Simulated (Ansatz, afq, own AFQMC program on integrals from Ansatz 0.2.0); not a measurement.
# BH2⁺, singlet in cc-pVDZ, levels against full CI

```
atom   x (Å)   y (Å)    z (Å)
   B  0.0000  0.0000   0.9753
   H  0.0000  0.0000  -3.1297
   H  0.0000  0.0000   2.1545
```

Basis cc-pVDZ. Noble-gas cores (and the filled d shells of Ga–Kr and In–Xe) are frozen. Integrals, coupled cluster, full CI and functionals: Ansatz 0.2.0; the random walks run on the same integrals in our own AFQMC program. The CISD trial takes its coefficients from CCSD amplitudes. Released means that phaseless walkers are propagated on without the constraint, phases kept. ± is one standard error of the sampling.

Determinant: UHF, the one that the program's search chose, which needn't be the lowest solution. The geometry is a point of a scan.

Full CI on the same integrals is exact in this basis and with this determinant's frozen core.

Cautions: unrestricted determinant spin contaminated (⟨S²⟩ 1.00 against 0.00); the next higher spin lies close (full CI puts it 10 meV above); walk and cluster series may follow different spin states.

The T1 diagnostic is 0.0154 and the weight of the determinant in the CISD state is 0.965. The ⟨S²⟩ of the determinant is 1.002 and the size of the correlated space is 4 electrons in 23 orbitals.

| level | correlation energy (eV) |
| --- | --- |
| MP2 | -0.8379 |
| CCSD | -1.2066 |
| CCSD(T) | -1.2203 |

(1) Estimate where full CI lies against CCSD(T) on the same integrals.

(1) 11.9 meV below CCSD(T).

Reference: full CI, correlation energy -1.232 eV. The released energy is read at 2.40 1/Eh (meV from the phaseless value at times in 1/Eh: -2.1 ± 0.8 at 0.24, -1.3 ± 1.2 at 0.51, -3.6 ± 0.8 at 0.99, -3.6 ± 1.1 at 1.62, -1 ± 3 at 2.40). The cautions show a poor starting determinant, so the rows tell how each method copes with it here, and full CI is the sure value.

```json
{"level": "CCSD(T)", "E − E(reference) (meV)": "11.9", "share of correlation (%)": "99.03"}
{"level": "CCSDT", "E − E(reference) (meV)": "3.6", "share of correlation (%)": "99.71"}
{"level": "CCSDT(Q)", "E − E(reference) (meV)": "2.9", "share of correlation (%)": "99.76"}
{"level": "ph-AFQMC/CISD", "E − E(reference) (meV)": "-1.6 ± 1.0", "share of correlation (%)": "100.13"}
{"level": "released AFQMC", "E − E(reference) (meV)": "-3.1 ± 3.1", "share of correlation (%)": "100.25"}
```

CCSDT and higher add their correlation energy to the determinant of the CCSD(T) run, since their own runs factorise the integrals more tightly (a shift of under 2 meV). A walk keeps the symmetry of its determinant, which the program's search chose and which needn't be the lowest solution, so a lower state of the same spin and another symmetry isn't excluded. Released energies are given only where the last usable release times agree within the noise; a slower fall can still hide under it.
